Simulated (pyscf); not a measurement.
## Four-centre exchange: H₂N–InH₂ (SMILES [NH2][InH2]) + HO–SiH₃ (SMILES O[SiH3]) → H₂N–InH–O–SiH₃ (SMILES [NH2][InH][O][SiH3]) + H₂ (SMILES [H][H])

Gas phase, singlet surface, charge 0. Bonds broken: In2–H5, O7–H9. Bonds formed: In2–O7, H5–H9. Single points on ωB97X-D3(BJ)/def2-SVP structures (PySCF, gas phase).

Transition state (Å):

```xyz
12

N     -1.9250    -1.7453     1.6624
In    -0.9605     0.0228     1.5995
H     -1.8263    -2.3645     0.8630
H     -2.8813    -1.7770     2.0025
H      0.9888    -0.4054     1.2269
H     -1.1200     1.4563     2.5024
O     -0.2343     0.3693    -0.4432
Si    -0.2749     1.5724    -1.5901
H      0.6793    -0.0679     0.3327
H     -1.6609     2.1264    -1.6630
H      0.1056     1.0429    -2.9314
H      0.6593     2.6856    -1.2393
```

One imaginary mode, 1281i cm⁻¹; descent along it reached the two sides named, in the forms told below.

| bond | change | reactant side (Å) | saddle | product side |
|---|---|---|---|---|
| In2–H5 | breaks | 1.726 | 2.030 | 2.9 |
| O7–H9 | breaks | 0.962 | 1.276 | 2.6 |
| In2–O7 | forms | 2.252 | 2.196 | 2.009 |
| H5–H9 | forms | 3.2 | 1.005 | 0.762 |

Electronic energies relative to the separated reactants (kcal/mol):

```
level                   barrier  reaction energy  reverse barrier
----------------------  -------  ---------------  ---------------
ωB97X-D3(BJ)/def2-TZVP     11.7            -10.3             22.0
PBE/def2-TZVP              10.8             -6.6             17.5
r²SCAN/def2-TZVP            9.7             -9.0             18.7
B3LYP-D3(BJ)/def2-TZVP     12.3             -8.7             21.0
PBE0-D3(BJ)/def2-TZVP      11.7             -6.8             18.4
M06-2X/def2-TZVP           10.6            -11.8             22.4
ωB97M-D3(BJ)/def2-TZVP     14.7             -6.9             21.5
HF/def2-TZVP               26.5             -4.8             31.4
```

With ωB97M-D3(BJ)/def2-TZVP energies and thermal terms (ideal gas, 1 atm, RRHO with modes under 100 cm⁻¹ raised to 100, one conformer, R ln 2 for chiral ones without a mode under 150 cm⁻¹), in kcal/mol:

| T (K) | ΔH‡ | ΔG‡ | ΔH | ΔG |
|---|---|---|---|---|
| 298 | 13.1 | 24.0 | -8.7 | -6.5 |
| 600 | 13.4 | 35.0 | -7.6 | -4.8 |
| 900 | 14.0 | 45.6 | -6.8 | -3.5 |
| 1200 | 14.8 | 56.0 | -6.2 | -2.6 |

On the reactant side the descent ends in an adduct with a N–Si, In–O contact (not fully relaxed), 15.6 kcal/mol under the separated species and 27.3 kcal/mol under the saddle at ωB97X-D3(BJ)/def2-TZVP. What is counted as formed (In–O) is already present as a longer contact in the reactant adduct; forming that adduct is a step of its own. At the saddle there is also a short H–In contact that neither side keeps. This is the saddle that the search found; another between the same sides may lie lower. Elements past Kr carry the def2 core potentials, without spin-orbit coupling.
